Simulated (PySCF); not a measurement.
Molecule: 2,2,2-trifluoroethanethiol (FC(F)(F)CS, C₂H₃F₃S).

Geometry:
```json
{"atom": "F1", "x (Å)": "-1.366", "y (Å)": "0.237", "z (Å)": "0.964"}
{"atom": "C2", "x (Å)": "-0.836", "y (Å)": "-0.376", "z (Å)": "-0.099"}
{"atom": "F3", "x (Å)": "-1.146", "y (Å)": "-1.674", "z (Å)": "-0.009"}
{"atom": "F4", "x (Å)": "-1.431", "y (Å)": "0.110", "z (Å)": "-1.184"}
{"atom": "C5", "x (Å)": "0.666", "y (Å)": "-0.207", "z (Å)": "-0.141"}
{"atom": "S6", "x (Å)": "1.222", "y (Å)": "1.510", "z (Å)": "-0.231"}
{"atom": "H7", "x (Å)": "1.094", "y (Å)": "-0.726", "z (Å)": "0.728"}
{"atom": "H8", "x (Å)": "1.038", "y (Å)": "-0.706", "z (Å)": "-1.046"}
{"atom": "H9", "x (Å)": "0.795", "y (Å)": "1.858", "z (Å)": "1.001"}
```

Geometry PBE0-D3(BJ)/def2-SVP throughout; GIAO in PySCF, gas phase, one conformer, non-relativistic; equivalent atoms averaged; functional PBE0.

(1) How do the shifts δ (against CFCl3, TMS, CS2 at the same level) depend on the basis set? (ppm; last column core-seconds on shared hosts with different chips, so compare them loosely)

(2) Which nucleus moves most, in ppm?

(3) Taking the largest basis, pcSseg-2 (265 functions), as the yardstick, rank the others by their worst heavy-atom deviation.

Results:

(1) 
```
    basis set  functions  F1/F3/F4     C2    C5      S6  H7/H8     H9  core-s
       STO-3G         37     -96.3   95.7  25.6  -119.4   1.07  -0.45     1.9
        6-31G         64     -94.4  129.2  31.2  -128.0   2.79   1.25     3.7
     pcSseg-0         64     -87.6  147.4  34.6  -154.4   3.05   1.78       4
       6-31G*         94     -85.0  122.8  30.4   -93.1   2.56   1.64     5.3
     def2-SVP        103     -70.1  127.1  30.5  -109.8   2.42   1.40     5.5
      cc-pVDZ        103     -81.5  126.2  33.1  -118.9   2.41   1.53     7.2
     pcSseg-1        124     -84.8  129.9  32.8  -126.3   2.69   2.02      16
  aug-cc-pVDZ        169     -79.1  125.7  33.1  -111.4   2.88   1.85      14
6-311+G(2d,p)        188     -84.7  128.7  33.2  -105.4   2.89   1.91      14
    def2-TZVP        210     -80.9  132.6  33.0  -105.9   2.77   1.99      18
      cc-pVTZ        226     -80.6  131.4  32.7  -113.7   2.77   1.90      20
     IGLO-III        249     -82.9  133.6  33.7  -100.2   2.86   1.93      23
     pcSseg-2        265     -83.1  134.9  33.7  -108.1   2.79   2.04      25
```

(2) S6 (thiol sulfur): from -154.4 ppm with pcSseg-0 to -93.1 ppm with 6-31G*. The smallest spread is 1.98 ppm, at H7/H8. Proton shifts span only some 12 ppm, so a few tenths of a ppm matter as much there as several ppm in carbon.

(3) def2-TZVP 2.3 ppm (210 functions), cc-pVTZ 5.5 ppm (226 functions), 6-311+G(2d,p) 6.1 ppm (188 functions), IGLO-III 7.9 ppm (249 functions), aug-cc-pVDZ 9.2 ppm (169 functions), cc-pVDZ 10.7 ppm (103 functions), def2-SVP 13.1 ppm (103 functions), 6-31G* 15.0 ppm (94 functions), pcSseg-1 18.2 ppm (124 functions), 6-31G 19.8 ppm (64 functions), STO-3G 39.2 ppm (37 functions), pcSseg-0 46.3 ppm (64 functions).

A small basis that lands close on one nucleus may do so by chance; judge by the trend and by all nuclei.
